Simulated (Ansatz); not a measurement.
Ansatz (a quantum-chemistry and plane-wave program) input (B3LYP-D3(BJ)/def2-TZVP):

Ansatz 0.2 input:
```yaml
crystal:
  periodic: [false, false, false]
  atoms:
    - {symbol: C, position_ang: [0.23776145, 0.22146170, 0.22589100]}
    - {symbol: H, position_ang: [-0.48287041, -0.48834640, 0.76481527]}
    - {symbol: H, position_ang: [0.77476804, -0.49181966, -0.49299306]}
    - {symbol: H, position_ang: [-0.46957520, 0.77951125, -0.48271631]}
basis:
  gaussian:
    orbitals: def2-TZVP
hamiltonian:
  xc: b3lyp
  dispersion: d3bj
total_charge: -1
relax: {f_tol: 0.002, max_steps: 150}
```

Output:

```
Functional definition: B3LYP
integrals: 0.00 GiB planned
312 factors; their error is unknown
mean field: 0.08 GiB planned
mean field evaluation 1: about -1083.6408 eV, gradient 1.5e1 eV
mean field evaluation 2: about -1082.6896 eV, gradient 2.4e1 eV
mean field evaluation 4: about -1084.2768 eV, gradient 1.1e-1 eV
mean field evaluation 8: about -1084.2728 eV, gradient 2.5e-2 eV
mean field -1084.27277208 eV, -39.8462894274 hartree, gradient 4.1e-5 eV, S^2 0.000000; 0 other end points of the search recorded, 0 dependent functions left out
the calculation of the forces begins
reference -1084.27294322 eV, -39.8462957168 hartree; 5, 5 occupied and 44, 44 virtual orbitals, 312 factors
relax step   1: F+E_penalty+E_count = -1084.31070641 eV  Δ(F+E_penalty+E_count) = +0.000e0 eV  max|allowed force component| = 6.244e-1 eV/Å  Δτ_max = 0.0000 Å  (21 SCF iters, accepted)
these checks for a lower state are left out or cut short: starts, cluster_reference, orbital_swaps, neighbouring_geometries, increment
integrals: 0.00 GiB planned
312 factors; their error is unknown
mean field: 0.08 GiB planned
mean field evaluation 16: about -1084.3070 eV, gradient 7.0e-3 eV
mean field -1084.30272526 eV, -39.8473901864 hartree, gradient 6.8e-6 eV, S^2 0.000000; 0 other end points of the search recorded, 0 dependent functions left out
the calculation of the forces begins
reference -1084.30289627 eV, -39.8473964711 hartree; 5, 5 occupied and 44, 44 virtual orbitals, 312 factors
relax step   2: F+E_penalty+E_count = -1084.34064773 eV  Δ(F+E_penalty+E_count) = -2.994e-2 eV  max|allowed force component| = 3.326e-1 eV/Å  Δτ_max = 0.0130 Å  (26 SCF iters, accepted)
these checks for a lower state are left out or cut short: starts, cluster_reference, orbital_swaps, neighbouring_geometries, increment
integrals: 0.00 GiB planned
312 factors; their error is unknown
mean field: 0.08 GiB planned
mean field -1084.31221726 eV, -39.8477390112 hartree, gradient 6.6e-6 eV, S^2 0.000000; 0 other end points of the search recorded, 0 dependent functions left out
the calculation of the forces begins
reference -1084.31238896 eV, -39.8477453211 hartree; 5, 5 occupied and 44, 44 virtual orbitals, 312 factors
relax step   3: F+E_penalty+E_count = -1084.35012736 eV  Δ(F+E_penalty+E_count) = -9.480e-3 eV  max|allowed force component| = 5.790e-2 eV/Å  Δτ_max = 0.0184 Å  (26 SCF iters, accepted)
these checks for a lower state are left out or cut short: starts, cluster_reference, orbital_swaps, neighbouring_geometries, increment
integrals: 0.00 GiB planned
312 factors; their error is unknown
mean field: 0.08 GiB planned
mean field evaluation 32: about -1084.3130 eV, gradient 5.4e-5 eV
mean field -1084.31297247 eV, -39.8477667645 hartree, gradient 7.4e-6 eV, S^2 0.000000; 0 other end points of the search recorded, 0 dependent functions left out
the calculation of the forces begins
reference -1084.31314475 eV, -39.8477730959 hartree; 5, 5 occupied and 44, 44 virtual orbitals, 312 factors
relax step   4: F+E_penalty+E_count = -1084.35087374 eV  Δ(F+E_penalty+E_count) = -7.464e-4 eV  max|allowed force component| = 1.584e-3 eV/Å  Δτ_max = 0.0096 Å  (26 SCF iters, accepted)
integrals: 0.00 GiB planned
312 factors; their error is unknown
mean field: 0.08 GiB planned
mean field -1084.31297247 eV, -39.8477667645 hartree, gradient 1.9e-5 eV, S^2 0.000000; 1 other end points of the search recorded, 0 dependent functions left out
the calculation of the forces begins
reference -1084.31314475 eV, -39.8477730959 hartree; 5, 5 occupied and 44, 44 virtual orbitals, 312 factors
Total energy: -1084.35104602 eV, -39.8491659417 hartree
Atom 0 at     0.213875     0.198235     0.202043 Å, force    -0.000492    -0.000445    -0.000496 eV/Å
Atom 1 at    -0.470338    -0.476027     0.763724 Å, force     0.001022     0.001004    -0.001537 eV/Å
Atom 2 at     0.773607    -0.479355    -0.480477 Å, force    -0.001548     0.001025     0.001023 eV/Å
Atom 3 at    -0.457060     0.777954    -0.470293 Å, force     0.001018    -0.001584     0.001010 eV/Å
Dipole moment:    -0.232781    -0.225968    -0.232122 e Å
```

Whether it binds its extra electron was not tested at this geometry.
